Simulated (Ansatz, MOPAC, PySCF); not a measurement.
Bond stretch in CH, doublet.

PM3, unrestricted, heats of formation (MOPAC); UKS-B3LYP/6-31G* = unrestricted B3LYP/6-31G*, spherical d (PySCF 2.14.0); UKS-M06-2X/6-31G* = PySCF with unrestricted M06-2X/6-31G*, spherical d; FCI = full CI/cc-pVDZ, frozen core in Ansatz (a first-principles code).

Energies relative to the lowest point of each curve near equilibrium, in eV; the last columns give the difference from FCI:

| R / Å | PM3 | UKS-B3LYP/6-31G* | UKS-M06-2X/6-31G* | FCI | PM3 − FCI | UKS-B3LYP/6-31G* − FCI | UKS-M06-2X/6-31G* − FCI |
|---|---|---|---|---|---|---|---|
| 0.90 | 0.782 | 1.193 | 1.162 | 1.348 | -0.566 | -0.155 | -0.186 |
| 0.95 | 0.388 | 0.656 | 0.626 | 0.759 | -0.371 | -0.103 | -0.133 |
| 1.02 | 0.084 | 0.214 | 0.192 | 0.264 | -0.179 | -0.049 | -0.071 |
| 1.05 | 0.026 | 0.109 | 0.092 | 0.141 | -0.115 | -0.032 | -0.049 |
| 1.09 | 0.000 | 0.027 | 0.018 | 0.041 | -0.041 | -0.014 | -0.022 |
| 1.13 | 0.024 | 0.000 | 0.000 | 0.000 | 0.024 | 0.000 | 0.000 |
| 1.16 | 0.069 | 0.009 | 0.015 | 0.001 | 0.068 | 0.008 | 0.014 |
| 1.21 | 0.182 | 0.069 | 0.084 | 0.050 | 0.132 | 0.019 | 0.034 |
| 1.25 | 0.299 | 0.148 | 0.169 | 0.122 | 0.177 | 0.026 | 0.047 |
| 1.29 | 0.434 | 0.247 | 0.275 | 0.216 | 0.218 | 0.031 | 0.059 |
| 1.36 | 0.698 | 0.457 | 0.496 | 0.418 | 0.280 | 0.040 | 0.078 |
| 1.53 | 1.404 | 1.063 | 1.133 | 0.996 | 0.408 | 0.067 | 0.137 |
| 1.69 | 2.007 | 1.659 | 1.755 | 1.542 | 0.465 | 0.117 | 0.213 |
| 1.89 | 2.577 | 2.340 | 2.436 | 2.128 | 0.450 | 0.212 | 0.308 |
| 2.01 | 2.807 | 2.663 | 2.739 | 2.409 | 0.397 | 0.254 | 0.330 |
| 2.24 | 3.055 | 3.079 | 3.109 | 2.802 | 0.253 | 0.277 | 0.307 |
| 2.53 | — | 3.353 | 3.331 | 3.072 | — | 0.281 | 0.260 |
| 2.76 | — | 3.465 | 3.410 | 3.174 | — | 0.290 | 0.236 |
| 3.04 | — | 3.537 | 3.502 | 3.233 | — | 0.304 | 0.269 |
| 3.38 | — | 3.579 | 3.501 | 3.262 | — | 0.318 | 0.240 |
| 3.89 | — | 3.603 | 3.497 | 3.275 | — | 0.328 | 0.221 |
| 4.49 | — | 3.611 | — | 3.280 | — | 0.331 | — |

PM3 is furthest from FCI at 0.90 (-0.566 eV, below); its mean absolute difference over the points is 0.259 eV.

UKS-B3LYP/6-31G* is furthest from FCI at 4.49 (0.331 eV, above); its mean absolute difference over the points is 0.148 eV.

UKS-M06-2X/6-31G* is furthest from FCI at 2.01 (0.330 eV, above); its mean absolute difference over the points is 0.153 eV.

A dash means that the run gave no value there, or that the column was ended at a point which the program doubted or which failed a test of continuity chosen for this set; such a test can also cut sound points.

The unrestricted determinant behind UKS-B3LYP/6-31G* is spin-contaminated at 0.90, 1.89 to 4.49 Å (<S²> up to 1.8, against 0.75 for a pure doublet). The unrestricted determinant behind UKS-M06-2X/6-31G* is spin-contaminated at 1.89 to 4.49 Å (<S²> up to 1.8, against 0.75 for a pure doublet).
